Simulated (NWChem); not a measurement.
System: Be

Results from NWChem.

For level PBE0/def2-QZVP:

```
Item              Result
----------------  ------
orbital gap (eV)    5.29
```

**Question.** What are these values for level PBE0/pcseg-1?

**Answer.** orbital gap (eV): 5.41
